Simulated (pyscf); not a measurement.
## Four-centre exchange: HB=NH (SMILES B=N) + CH₄ (SMILES C) → H₃C–B=NH (SMILES CB=N) + H₂ (SMILES [H][H])

Gas phase, singlet surface, charge 0. Bonds broken: B1–H3, C5–H6. Bonds formed: B1–C5, H3–H6. Structures and frequencies: ωB97X-D3(BJ)/def2-SVP in PySCF.

Transition state (Å):

```xyz
9

B      0.2810     0.9285     0.4081
N      0.1220     1.4675    -0.7869
H      1.4003     0.5654     1.0137
H      0.9797     1.6252    -1.3144
C     -1.0069     0.5668     1.4835
H      0.4415     0.4107     1.5538
H     -1.6287    -0.1092     0.8804
H     -0.8880     0.1158     2.4862
H     -1.4855     1.5479     1.6087
```

One imaginary mode, 1489i cm⁻¹; descent along it reached the two sides named.

| bond | change | reactant side (Å) | saddle | product side |
|---|---|---|---|---|
| B1–H3 | breaks | 1.184 | 1.323 | 3.1 |
| C5–H6 | breaks | 1.100 | 1.459 | 4.6 |
| B1–C5 | forms | 3.6 | 1.716 | 1.547 |
| H3–H6 | forms | 3.3 | 1.111 | 0.762 |

Electronic energies relative to the separated reactants (kJ/mol):

```tsv
level	barrier	reaction energy	reverse barrier
ωB97X-D3(BJ)/def2-TZVP	279.6	+12.3	267.2
PBE/def2-TZVP	237.1	+11.6	225.5
r²SCAN/def2-TZVP	251.0	+11.0	240.0
B3LYP-D3(BJ)/def2-TZVP	278.6	+14.8	263.8
PBE0-D3(BJ)/def2-TZVP	250.4	+10.9	239.5
M06-2X/def2-TZVP	282.8	+11.8	271.0
ωB97M-D3(BJ)/def2-TZVP	280.1	+14.5	265.6
HF/def2-TZVP	369.8	+28.9	340.9
```

With ωB97M-D3(BJ)/def2-TZVP energies and thermal terms (ideal gas, 1 atm, RRHO with modes under 100 cm⁻¹ raised to 100, one conformer, R ln 2 for chiral ones without a mode under 150 cm⁻¹), in kJ/mol:

```json
[
 {"T (K)": "298", "ΔH‡": "273.5", "ΔG‡": "308.8", "ΔH": "+1.0", "ΔG": "+4.4"},
 {"T (K)": "600", "ΔH‡": "272.6", "ΔG‡": "345.2", "ΔH": "+5.2", "ΔG": "+6.3"},
 {"T (K)": "900", "ΔH‡": "274.1", "ΔG‡": "381.2", "ΔH": "+8.4", "ΔG": "+6.1"},
 {"T (K)": "1200", "ΔH‡": "276.3", "ΔG‡": "416.6", "ΔH": "+10.5", "ΔG": "+5.0"}
]
```

At the saddle there is also a short B–H contact that neither side keeps. The same reactants have a lower exit, to H₃C–BH–NH₂ (barrier +199.6 kJ/mol at ωB97M-D3(BJ)/def2-TZVP, against +280.1 kJ/mol here). One saddle was located; it need not be the lowest between these sides.
